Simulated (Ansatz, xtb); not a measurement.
**Isomers of C2H2Si in order of energy**

6 gas-phase structures of C2H2Si, found in a search over its isomers (lower ones may exist). Each was relaxed with GFN2-xTB:

A. `C#C[SiH]`, a singlet
B. a singlet given by its coordinates
C. `C#C[SiH]`, a triplet
D. `C=C=[Si]`, a singlet
E. `[C]=C=[SiH2]`, a singlet
F. a triplet given by its coordinates

B (Å):

```yaml
atoms:
  - { symbol: C, position_ang: [-0.2702, 0.4363, -2.9750] }
  - { symbol: C, position_ang: [-1.0811, 0.4184, -1.9091] }
  - { symbol: Si, position_ang: [0.6269, -0.2390, -1.4615] }
  - { symbol: H, position_ang: [-0.3919, 0.7409, -4.0039] }
  - { symbol: H, position_ang: [-2.1098, 0.7027, -1.7451] }
```

Close contacts (Å): C1–C2 1.34, C1–Si3 1.88, C2–Si3 1.88, C1–H4 1.08, C2–H5 1.08.

F (Å):

```csv
atom,x (Å),y (Å),z (Å)
C,-0.8296,-1.6781,-2.8000
C,0.1496,-1.1244,-2.1015
Si,0.4981,-0.4496,-0.4749
H,-0.6572,-1.9776,-3.8243
H,-1.8333,-1.8711,-2.4354
```

Close contacts (Å): C1–C2 1.32, C2–Si3 1.80, C1–H4 1.08, C1–H5 1.09.

Question: Which do you expect lowest at r2SCAN-D4/def2-SVP, and how would the others follow?

Answer: Calculated order at r2SCAN-D4/def2-SVP: B (0.0), D (78.6), A (114.2), C (174.5), F (180.4), E (261.9) kJ/mol.

Energies above the lowest of each column, in kJ/mol; the last columns are at B3LYP/6-31G* geometries and were run for some of them only (a dash: not run or not comparable):

```
structure  GFN2-xTB  HF/STO-3G  r2SCAN-D4/def2-SVP  B3LYP/6-31G*  CCSD(T)/def2-TZVPP
        B      32.0        0.0                 0.0           0.0                 0.0
        D      29.6      160.1                78.6          64.1                73.4
        A       0.0       58.8               114.2          98.6                89.8
        C         –      124.0               174.5             –                   –
        F         –      153.6               180.4             –                   –
        E      80.1      321.9               261.9             –                   –
```

CCSD(T)/def2-TZVPP puts B lowest of those it was run on; GFN2-xTB picks A. Frequencies (B3LYP/6-31G*) were run for A, B, D alone. GFN2-xTB has no spin polarisation and isn't compared across spin states. Open shells are spin-unrestricted, some with notable spin contamination.

Over these structures GFN2-xTB departs from r2SCAN-D4/def2-SVP by 69.7 kJ/mol on average once a common shift is removed. A GFN2-xTB relaxation took about 0.062 s and the r2SCAN-D4/def2-SVP energy about 0.78 s on a shared host (Ansatz 0.2.0, xtb 6.7.1 (Pople sets with spherical d functions)).
